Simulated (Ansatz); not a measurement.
Results of PBEsol+SOC in Ansatz (plane waves, PAW) for zinc-blende HgSe.

Run with plane-wave cutoff 520 eV, 10×10×10 k mesh, Fermi–Dirac smearing 0.01 eV, PAW data made under PBE.

Energies at three volumes about the minimum:

| V (Å³/atom) | E − E_lowest (meV/atom) |
|---|---|
| 27.952 | 1.95 |
| 28.523 | 0.00 |
| 29.093 | 1.84 |

Question: Fit a parabola by hand: where is the minimum, what lattice constant follows, and what is the bulk modulus?

Answer: Slopes: (0.00 − 1.95)/(28.523 − 27.952) = -3.415 and (1.84 − 0.00)/(29.093 − 28.523) = 3.228 meV/Å³. Curvature E″ = 2 × (3.228 − (-3.415))/(29.093 − 27.952) = 11.644 meV/Å⁶. From the middle of the first interval, the slope vanishes at V0 = 28.2375 − (-3.415)/11.644 = 28.531 Å³/atom. B = V0 E″ = 28.531 × 11.644 meV/Å³ × 0.1602 GPa per meV/Å³ = 53.2 GPa. With 8 atoms in the cube, a = (8 × 28.531)^(1/3) = 6.111 Å. The full Birch–Murnaghan fit to all volumes gives V0 = 28.520 Å³/atom and B0 = 53.1 GPa.

Measured, for comparison: bulk modulus 50 GPa (temperature not stated, no zero-point or thermal correction, sources range from 48.5 to 51.6; as tabulated in Toher et al. (2017), arXiv:1611.05714); lattice constant a 6.085 Å (293 K, no zero-point or thermal correction; as tabulated in Cardona et al. (2009), arXiv:0908.2634). Computed less measured: bulk modulus +6 % (+2.9 % to +9 % over the range).

Ansatz is an electronic-structure program.
